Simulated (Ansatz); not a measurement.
```yaml
crystal:
  periodic: [false, false, false]
  atoms:
    - {symbol: Cl, position_ang: [0.000000, 0.000000, -1.604124]}
    - {symbol: C, position_ang: [0.000000, 0.000000, 0.024087]}
    - {symbol: P, position_ang: [0.000000, 0.000000, 1.580037]}
basis:
  gaussian: {orbitals: def2-TZVP}
hamiltonian: {xc: pbe0}
relax: {f_tol: 0.004, max_steps: 80}
```

```sh
$ ansatz run in.yaml --threads 1 --pin off --events-out ev --progress --plain --max-ram 2176MiB
```

Steps of the relaxation (energy above the last step; positions in Å, forces in eV/Å):

```
3
step 1, 6.5 meV
Cl    0.000    0.000   -1.604    0.000    0.000    0.064
C     0.000    0.000    0.024    0.000    0.000    0.791
P     0.000    0.000    1.580    0.000    0.000   -0.855
```

```
3
step 2, 1.2 meV
Cl    0.000    0.000   -1.601    0.000    0.000    0.021
C     0.000    0.000    0.027    0.000    0.000    0.350
P     0.000    0.000    1.574    0.000    0.000   -0.370
```

```
3
step 3, 0.0 meV
Cl    0.000    0.000   -1.598    0.000    0.000   -0.007
C     0.000    0.000    0.029    0.000    0.000   -0.002
P     0.000    0.000    1.570    0.000    0.000    0.009
```

```
3
step 5, 0.0 meV
Cl    0.000    0.000   -1.598    0.000    0.000    0.000
C     0.000    0.000    0.029    0.000    0.000    0.000
P     0.000    0.000    1.570    0.000    0.000    0.000
```

Close pairs at the end: C2–P3 1.541 Å, Cl1–C2 1.627 Å.

A stationary point of restricted PBE0 after 5 steps (its stability towards spin polarisation wasn't tested); no frequencies were run, so it isn't proven a minimum. 14 s on 1 thread of Arm Neoverse V1, shared host.
